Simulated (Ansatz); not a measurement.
Ansatz (a first-principles code) input file for C3H6, SMILES C=CC, PBE-D3(BJ)/def2-TZVP. 

Ansatz 0.2 input:
```yaml
crystal:
  periodic: [false, false, false]
  atoms:
    - {symbol: C, position_ang: [-0.16334754, 1.22693364, 0.00000000]}
    - {symbol: C, position_ang: [0.45410546, -0.13142494, 0.00000000]}
    - {symbol: C, position_ang: [-0.21993860, -1.27629685, -0.00000000]}
    - {symbol: H, position_ang: [0.15235628, 1.80173498, 0.87694809]}
    - {symbol: H, position_ang: [0.15235628, 1.80173498, -0.87694810]}
    - {symbol: H, position_ang: [-1.25361664, 1.17007268, 0.00000000]}
    - {symbol: H, position_ang: [1.54290975, -0.16293436, 0.00000000]}
    - {symbol: H, position_ang: [-1.30604801, -1.29171041, -0.00000000]}
    - {symbol: H, position_ang: [0.28712638, -2.23416899, -0.00000000]}
basis:
  gaussian:
    orbitals: def2-TZVP
hamiltonian:
  xc: pbe
  dispersion: d3bj
relax: {f_tol: 0.002, max_steps: 200}
```

Output:

```
Functional definition: PBE
integrals: 0.03 GiB planned
804 factors; their error is unknown
mean field: 0.34 GiB planned
mean field evaluation 1: about -3192.9916 eV, gradient 7.0e1 eV
mean field evaluation 2: about -3176.5975 eV, gradient 1.0e2 eV
mean field evaluation 4: about -3204.3987 eV, gradient 1.4e1 eV
mean field evaluation 8: about -3204.8951 eV, gradient 1.8e-1 eV
mean field evaluation 16: about -3204.8627 eV, gradient 1.4e-4 eV
mean field -3204.86266747 eV, -117.7765306957 hartree, gradient 1.4e-5 eV, S^2 0.000000; 0 other end points of the search recorded, 0 dependent functions left out
the calculation of the forces begins
reference -3204.86270502 eV, -117.7765320757 hartree; 12, 12 occupied and 117, 117 virtual orbitals, 804 factors
relax step   1: F+E_penalty+E_count = -3204.99390685 eV  Δ(F+E_penalty+E_count) = +0.000e0 eV  max|allowed force component| = 2.404e-1 eV/Å  Δτ_max = 0.0000 Å  (29 SCF iters, accepted)
these checks for a lower state are left out or cut short: starts, cluster_reference, orbital_swaps, neighbouring_geometries, increment
integrals: 0.03 GiB planned
804 factors; their error is unknown
mean field: 0.34 GiB planned
mean field -3204.86937500 eV, -117.7767771929 hartree, gradient 1.2e-5 eV, S^2 0.000000; 0 other end points of the search recorded, 0 dependent functions left out
the calculation of the forces begins
reference -3204.86941268 eV, -117.7767785774 hartree; 12, 12 occupied and 117, 117 virtual orbitals, 804 factors
relax step   2: F+E_penalty+E_count = -3205.00030373 eV  Δ(F+E_penalty+E_count) = -6.397e-3 eV  max|allowed force component| = 7.125e-2 eV/Å  Δτ_max = 0.0098 Å  (32 SCF iters, accepted)
these checks for a lower state are left out or cut short: starts, cluster_reference, orbital_swaps, neighbouring_geometries, increment
integrals: 0.03 GiB planned
804 factors; their error is unknown
mean field: 0.34 GiB planned
mean field evaluation 32: about -3204.8700 eV, gradient 6.3e-3 eV
mean field -3204.87001027 eV, -117.7768005385 hartree, gradient 1.2e-5 eV, S^2 0.000000; 0 other end points of the search recorded, 0 dependent functions left out
the calculation of the forces begins
reference -3204.87004799 eV, -117.7768019248 hartree; 12, 12 occupied and 117, 117 virtual orbitals, 804 factors
relax step   3: F+E_penalty+E_count = -3205.00083112 eV  Δ(F+E_penalty+E_count) = -5.274e-4 eV  max|allowed force component| = 3.778e-3 eV/Å  Δτ_max = 0.0033 Å  (32 SCF iters, accepted)
these checks for a lower state are left out or cut short: starts, cluster_reference, orbital_swaps, neighbouring_geometries, increment
integrals: 0.03 GiB planned
804 factors; their error is unknown
mean field: 0.34 GiB planned
mean field -3204.87001322 eV, -117.7768006469 hartree, gradient 1.2e-5 eV, S^2 0.000000; 0 other end points of the search recorded, 0 dependent functions left out
the calculation of the forces begins
reference -3204.87005095 eV, -117.7768020333 hartree; 12, 12 occupied and 117, 117 virtual orbitals, 804 factors
relax step   4: F+E_penalty+E_count = -3205.00083176 eV  Δ(F+E_penalty+E_count) = -6.425e-7 eV  max|allowed force component| = 1.949e-3 eV/Å  Δτ_max = 0.0001 Å  (32 SCF iters, accepted)
integrals: 0.03 GiB planned
804 factors; their error is unknown
mean field: 0.34 GiB planned
mean field evaluation 64: about -3204.8700 eV, gradient 6.8e-3 eV
mean field -3204.87001322 eV, -117.7768006469 hartree, gradient 1.2e-5 eV, S^2 0.000000; 1 other end points of the search recorded, 0 dependent functions left out
the calculation of the forces begins
reference -3204.87005095 eV, -117.7768020333 hartree; 12, 12 occupied and 117, 117 virtual orbitals, 804 factors
Total energy: -3205.00086949 eV, -117.7816095261 hartree
Atom 0 at    -0.162845     1.231388    -0.000000 Å, force     0.000739    -0.001356    -0.000000 eV/Å
Atom 1 at     0.455319    -0.131232    -0.000000 Å, force    -0.000688     0.001949     0.000000 eV/Å
Atom 2 at    -0.220914    -1.282986     0.000000 Å, force     0.000597     0.000803     0.000000 eV/Å
Atom 3 at     0.154128     1.810902     0.882328 Å, force    -0.000134     0.000163    -0.000073 eV/Å
Atom 4 at     0.154128     1.810902    -0.882328 Å, force    -0.000134     0.000163     0.000073 eV/Å
Atom 5 at    -1.260458     1.176328    -0.000000 Å, force    -0.000040     0.000105     0.000000 eV/Å
Atom 6 at     1.550967    -0.163371    -0.000000 Å, force    -0.000067    -0.000955    -0.000000 eV/Å
Atom 7 at    -1.314012    -1.300991     0.000000 Å, force    -0.000004    -0.000752    -0.000000 eV/Å
Atom 8 at     0.289591    -2.247000     0.000000 Å, force    -0.000269    -0.000120    -0.000000 eV/Å
Dipole moment:     0.016297     0.088892     0.000000 e Å
```

Self-consistency was reached.
